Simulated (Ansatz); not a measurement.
# H3O (quartet): from Hartree-Fock to the top rungs, aug-cc-pVDZ

How much of the correlation energy of H3O (quartet) does each wave-function method recover here?

Program: Ansatz 0.2.0, Gaussian basis. Level of theory: aug-cc-pVDZ, core rule «outside noble gas», up to 1 orbitals frozen. These are calculated values, not measurements.

To be run: UHF; CCSD(T) on ROHF; CCSD(T) on UHF; BCCD(T) on ROHF; CISD; CCSDT(Q) on ROHF; CCSDT(Q) on UHF; CASSCF and MRCISD+Q, 9 electrons in 7 orbitals; CASSCF and MRCISD+Q(relaxed), 9 electrons in 7 orbitals; CASSCF and NEVPT2, 9 electrons in 7 orbitals.

25 further runs of the same task are left out: 2 for a known fault of the program, 9 that didn't finish, 14 set aside as unsound or not needed.

### 1 The geometry

The geometry is a PBE0/def2-TZVPD stationary point (not a proven minimum) of the parent state, kept for this charge and spin.

4 atoms, charge 0, spin multiplicity 4.

Atoms are counted from 1 here; the program's logs count them from 0.

Bond lengths: O1–H2 0.994 Å, O1–H3 1.048 Å, O1–H4 1.048 Å. Angles: H2–O1–H3 107.0°, H2–O1–H4 107.0°, H3–O1–H4 115.0°.

### 2 UHF

in.yaml reads:

```yaml
crystal:
  periodic: [false, false, false]
  atoms:
    - {symbol: O, position_ang: [0.053909, -0.002347, 0.000000]}
    - {symbol: H, position_ang: [-0.277338, 0.934360, 0.000002]}
    - {symbol: H, position_ang: [-0.289188, -0.448554, 0.883737]}
    - {symbol: H, position_ang: [-0.289189, -0.448551, -0.883738]}
basis:
  gaussian: {orbitals: aug-cc-pVDZ}
magnetization: {spin_polarized: true, initial_magnetization: 3}
hamiltonian: {xc: hf}
output: {orbitals: {seedname: orbitals}}
```

Run with:

```bash
$ ansatz run in.yaml --threads 1 --pin off --events-out ev --progress --plain --max-ram 2393MiB
```

Further steps of the session: CCSD(T) on ROHF; CCSD(T) on UHF; BCCD(T) on ROHF; CISD; CCSDT(Q) on ROHF; CCSDT(Q) on UHF; CASSCF and MRCISD+Q, 9 electrons in 7 orbitals; CASSCF and MRCISD+Q(relaxed), 9 electrons in 7 orbitals; CASSCF and NEVPT2, 9 electrons in 7 orbitals.

**Question.** What will the summary of the whole plan be? Wanted: UCCSDT(Q) below the RHF energy; RMP2 from UCCSDT(Q); UMP2 from UCCSDT(Q); RCCSD from UCCSDT(Q); RCCSD(T) from UCCSDT(Q); UCCSD(T) from UCCSDT(Q); RCCSDT(Q) from UCCSDT(Q); NEVPT2 valence from UCCSDT(Q); MRCISD+Q valence from UCCSDT(Q).

The runs gave:

| quantity | value |
| --- | --- |
| UCCSDT(Q) below the RHF energy | -5.7933 eV |
| RMP2 from UCCSDT(Q) | +15.37 kcal/mol |
| UMP2 from UCCSDT(Q) | +15.86 kcal/mol |
| RCCSD from UCCSDT(Q) | +3.55 kcal/mol |
| RCCSD(T) from UCCSDT(Q) | +0.55 kcal/mol |
| UCCSD(T) from UCCSDT(Q) | +0.54 kcal/mol |
| RCCSDT(Q) from UCCSDT(Q) | +0.02 kcal/mol |
| NEVPT2 valence from UCCSDT(Q) | +22.38 kcal/mol |
| MRCISD+Q valence from UCCSDT(Q) | +1.52 kcal/mol |
| MRCISD+Q(relaxed) valence from UCCSDT(Q) | +0.67 kcal/mol |
| levels within 1 kcal/mol (43 meV) | RCCSD(T), UCCSD(T), BCCD(T), RCCSDT, UCCSDT, RCCSDT(Q), MRCISD+Q(relaxed) valence |
| T1 diagnostic | 0.023 |
| effectively unpaired electrons | 3.00 |

RCCSD(T) misses by +0.55 kcal/mol, 0.4 % of the correlation energy. One determinant dominates. Of the multireference levels listed MRCISD+Q(relaxed) valence comes nearest in total energy (+0.67 kcal/mol), which doesn't show that its space is the better one. These misses are within one basis, not against nature; the frozen cores of restricted and unrestricted runs differ, which can shift their rows.
